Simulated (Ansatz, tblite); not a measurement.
# The cluster Au2O: a ladder of methods and basis sets

One table from this session's results is given with a row withheld; the runs are named, their logs left out.

Program: Ansatz 0.2.0, Gaussian basis. Level of theory: as each input shows. These are calculated values, not measurements.

Plan: GFN1-xTB, GFN2-xTB, PBE-D4/def2-TZVP, r2SCAN-D4/def2-TZVP, r2SCANh-D4/def2-TZVP, r2SCAN0-D4/def2-TZVP, B2PLYP/def2-TZVP, ωB97M-V/def2-TZVP, BHLYP-D4/def2-TZVP, PBE-D4/def2-SVP, PBE0-D4/def2-SVP, PBE0-D4/def2-TZVPD, PBE-D4/def2-TZVPD, r2SCAN-D4/def2-TZVPD, CCSD(T)/def2-TZVPP, MP2/def2-TZVP, RPA/def2-TZVP.

**The structure**

The geometry is that of the singlet, from an earlier relaxation (r2SCAN-D4/def2-TZVP). At that level it is the lowest of the isomers that a small search found.

3 atoms, charge 0, spin multiplicity 1.

Bond lengths: Au1–O3 1.941 Å, Au2–O3 1.941 Å. Angles: Au1–O3–Au2 100.6°.

Au takes a core potential in the def2 sets. No spin-orbit coupling is included.

PBE0-D4/def2-TZVP was run before; its log isn't repeated, and its numbers join the tables.

Set-up of the first run:

Tight binding, by tblite at 300 K electronic temperature and without a spin-polarisation term:

```python
tblite.interface.Calculator('GFN1-xTB', numbers, positions, charge=0, uhf=0).singlepoint()
```

Tight binding, by tblite at 300 K electronic temperature and without a spin-polarisation term:

```python
tblite.interface.Calculator('GFN2-xTB', numbers, positions, charge=0, uhf=0).singlepoint()
```

start.molden holds the orbitals of an earlier run on this state, given as this run's starting guess.

in.yaml

```yaml
crystal:
  periodic: [false, false, false]
  atoms:
    - {symbol: Au, position_ang: [-0.662203, 0.990674, 0.990848]}
    - {symbol: Au, position_ang: [0.252530, -0.448834, -1.461787]}
    - {symbol: O, position_ang: [0.409673, -0.541840, 0.470939]}
basis:
  gaussian: {orbitals: def2-TZVP, initial_orbitals: start.molden}
hamiltonian: {xc: pbe, dispersion: d4}
scf: {omitted_lower_state_checks: [starts]}
output: {orbitals: {seedname: orbitals}}
```

Run with:

```sh
$ ansatz run in.yaml --threads 2 --pin off --events-out ev --progress --plain --max-ram 4352MiB
```

Among the steps run: PBE-D4/def2-TZVP; r2SCAN-D4/def2-TZVP; r2SCANh-D4/def2-TZVP; r2SCAN0-D4/def2-TZVP; B2PLYP/def2-TZVP; ωB97M-V/def2-TZVP; BHLYP-D4/def2-TZVP; PBE-D4/def2-SVP; PBE0-D4/def2-SVP; PBE0-D4/def2-TZVPD; PBE-D4/def2-TZVPD; r2SCAN-D4/def2-TZVPD; CCSD(T)/def2-TZVPP; MP2/def2-TZVP; RPA/def2-TZVP.

One table of the session follows, with a row left open; its other results are not shown here.

It belongs to the step «Levels side by side». 

| level | HOMO (eV) | LUMO (eV) | gap (eV) |
| --- | --- | --- | --- |
| PBE-D4/def2-SVP | -5.67 | -4.44 | 1.23 |
| PBE-D4/def2-TZVP | -5.72 | -4.51 | 1.21 |
| PBE-D4/def2-TZVPD | -5.74 | -4.51 | 1.23 |
| r2SCAN-D4/def2-TZVP | ? | ? | ? |
| r2SCAN-D4/def2-TZVPD | -5.93 | -4.26 | 1.68 |
| r2SCANh-D4/def2-TZVP | -6.41 | -3.85 | 2.57 |
| PBE0-D4/def2-SVP | -6.95 | -3.32 | 3.64 |
| PBE0-D4/def2-TZVP | -6.98 | -3.38 | 3.60 |
| PBE0-D4/def2-TZVPD | -6.98 | -3.38 | 3.61 |
| r2SCAN0-D4/def2-TZVP | -7.17 | -3.25 | 3.92 |
| BHLYP-D4/def2-TZVP | -7.90 | -2.41 | 5.49 |
| ωB97M-V/def2-TZVP | -9.07 | -1.37 | 7.70 |

Q: Estimate the row for r2SCAN-D4/def2-TZVP from the others.

Worked estimate for «HOMO (eV)». Against the share of exact exchange, r2SCANh-D4/def2-TZVP (0.1, -6.41), r2SCAN0-D4/def2-TZVP (0.25, -7.17) give a slope of -5.07 per unit share; at 0 the line stands at -5.90.

**Answer.** HOMO (eV): -5.92; LUMO (eV): -4.26; gap (eV): 1.66. In «HOMO (eV)» the line misses by +0.02.
